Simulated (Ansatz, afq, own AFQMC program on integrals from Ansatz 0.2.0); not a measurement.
**BNH, doublet in 6-31G along one coordinate**

```yaml
atoms:
  - { symbol: B, position_ang: [0.0000, 0.0000, 0.0439] }
  - { symbol: N, position_ang: [0.0000, 0.0000, -1.2617] }
  - { symbol: H, position_ang: [0.0000, 0.0000, 1.2178] }
```

All coordinates are scaled about the centre. Energies in kcal/mol count from this geometry (1.000) at the same level; the start stands on ROHF, each point on the determinant named.

Basis 6-31G. Only valence electrons are correlated. Ansatz 0.2.0 and our own AFQMC program on the same integrals; the CISD trial comes from CCSD amplitudes, and released means the phaseless constraint is let go. Uncertainties: one standard error, sampling alone.

Cautions, each for one point or more: (Q) is large, so the cluster series hasn't closed; (T) is large; CCSDTQ on the UHF determinant differs, perhaps since the unrestricted series falls towards higher spin; a spin-contaminated unrestricted determinant lies lower; a state of higher spin lies lower; cluster runs in doubt by the program's own checks; full CI lies below walk and high clusters alike, probably another state; full CI with its own frozen core; strong correlation; the search met a lower determinant of the same kind, perhaps of another symmetry, and this one is a saddle point; unrestricted determinant spin contaminated.

```csv
scale of all distances,det.,T1,weight,⟨S²⟩,wB97M-V,CCSD,CCSD(T)
0.878,ROHF†,0.028,0.91,pure,38.0,37.1,37.2
1.111,ROHF,0.033,0.89,pure,13.4,8.8,7.5
1.309,ROHF,0.067,0.80,pure,75.8,62.9,58.2
1.475,ROHF,0.132,0.63,pure,129.7§,111.0,102.9
1.753,ROHF,0.180,0.41,pure,187.1§,170.1,160.7
2.023,UHF¶,0.025,0.90,2.81,202.9§,168.8,171.2
2.357,ROHF¶,0.062,0.64,pure,207.1§,228.6,226.8
```

Q: Estimate the curve of full CI, counted from the same start.

A: 
```tsv
scale of all distances	det.	T1	weight	⟨S²⟩	FCI	ph-AFQMC/CISD	CCSDT(Q)
0.878	ROHF†	0.028	0.91	pure	37.4	37.4 ± 0.1	37.4
1.111	ROHF	0.033	0.89	pure	7.2	7.4 ± 0.1	7.2
1.309	ROHF	0.067	0.80	pure	57.4	58.5 ± 0.2	57.6
1.475	ROHF	0.132	0.63	pure	102.1	105.3 ± 0.2	101.5
1.753	ROHF	0.180	0.41	pure	153.7	164.8 ± 0.2	143.3
2.023	UHF¶	0.025	0.90	2.81	–	169.6 ± 0.1	171.0
2.357	ROHF¶	0.062	0.64	pure	–	230.9 ± 0.2	–
```

Weight is that of the determinant in the CISD state; at the start T1 is 0.023 and the weight 0.91. ¶ marks points with a poor determinant and no full CI, where no value is sure; they don't count among the departures. A dagger marks points whose determinant fills other symmetries than the start's, so the wave-function levels may follow another state there, or a degenerate partner. A dash marks a missing value, a released energy that hasn't settled or a functional that sits on another state. § marks a functional whose ⟨S²⟩ is too high by over 0.1. Largest departures from full CI where it is shown: CCSD(T) 7.0 kcal/mol at 1.753 (on ROHF), ph-AFQMC/CISD 11.1 kcal/mol at 1.753 (on ROHF), CCSDT(Q) -10.4 kcal/mol at 1.753 (on ROHF), wB97M-V 18.4 kcal/mol at 1.309, CCSD 16.4 kcal/mol at 1.753 (on ROHF). Functionals count only at points shown to share the start's state and spin. In this small basis the wave-function levels are far from their limit, so their gap to the functionals isn't the functionals' error. In total energy ph-AFQMC/CISD lies 20 ± 3 meV above full CI at the start, so its agreement along the curve rests in part on cancellation.

CCSDT and higher add their correlation energy to the determinant of the CCSD(T) run, since their own runs factorise the integrals more tightly (a shift of under 2 meV). A walk keeps the symmetry of its determinant, which the program's search chose and which needn't be the lowest solution, so a lower state of the same spin and another symmetry isn't excluded.
